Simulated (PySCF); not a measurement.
Below is a simulated gas-phase C 1s photoelectron spectrum of `C(C=C)/C=N\[H]`.

Every computed line was given a Gaussian of 0.6 eV full width at half maximum and an area set by the number of equivalent atoms; the highest printed point is 100. Computed with delta-SCF UKS SCAN, pcX-2 on the ionised atom, pcseg-1 elsewhere, spin-free X2C in PySCF.

binding energy (eV), intensity and a bar:
```
    289.6          0 
    289.7          1 
    289.8          2 #
    289.9          5 ##
    290.0         12 ###
    290.1         23 #######
    290.2         38 ###########
    290.3         54 ################
    290.4         70 #####################
    290.5         81 ########################
    290.6         88 ##########################
    290.7         92 ############################
    290.8         96 #############################
    290.9         99 ##############################
    291.0        100 ##############################
    291.1         98 #############################
    291.2         92 ############################
    291.3         81 ########################
    291.4         67 ####################
    291.5         53 ################
    291.6         44 #############
    291.7         43 #############
    291.8         50 ###############
    291.9         58 ##################
    292.0         63 ###################
    292.1         60 ##################
    292.2         49 ###############
    292.3         35 ##########
    292.4         21 ######
    292.5         11 ###
    292.6          5 #
    292.7          2 #
    292.8          1 
    292.9          0
```

Task: How many maxima does the curve show, and how many computed lines lie under it?

Result: The curve has 2 maxima (at 291.0 and 292.0 eV). Under it lie 4 lines from 4 inequivalent carbon sites. At this width some lines have no maximum of their own.

Task: Decompose the envelope and assign each component. Numbering: `[H]/[N:5]=[CH:4]\[CH2:3][CH:2]=[CH2:1]`.

Result: 
```tsv
position (eV)	relative area	line	atoms	environment
290.47	1	C 1s	C1	terminal =CH2 carbon
290.90	1	C 1s	C2	alkene CH carbon
291.27	1	C 1s	C3	allylic carbon
292.02	1	C 1s	C4	imine carbon
```

Task: What are the centre and the root-mean-square width of the whole band?

Result: The area-weighted mean of the lines is 291.17 eV. Their own spread about it is 0.57 eV (rms) and each Gaussian has σ = 0.6/2.355 = 0.25 eV; the variances add, which gives 0.63 eV.

Lowest listed C 1s: C1, bonded to C (double bond) and 2 H. Highest, 1.55 eV above it: C4, bonded to N (double bond), C and H. The widest gap between neighbouring values is 0.75 eV, between 291.27 and 292.02 eV.

No satellites, vibrations or lifetime broadening are included. Spin contamination (⟨S²⟩ against 0.75 for a pure doublet) is marked for C 1s of C4 (0.86), which makes this value less certain. The structure is a single PBE0-D3(BJ)/def2-SVP conformer in the gas phase; no vibrational or solvent corrections.

The run took 41 s of wall time on an x86-64 server with one thread, no GPU, shared host.

Shape of the structure used: `[H]/[N:5]=[CH:4]\[CH2:3][CH:2]=[CH2:1]`: C1–C2–C3–C4 114°, C2–C3–C4–N5 120°.
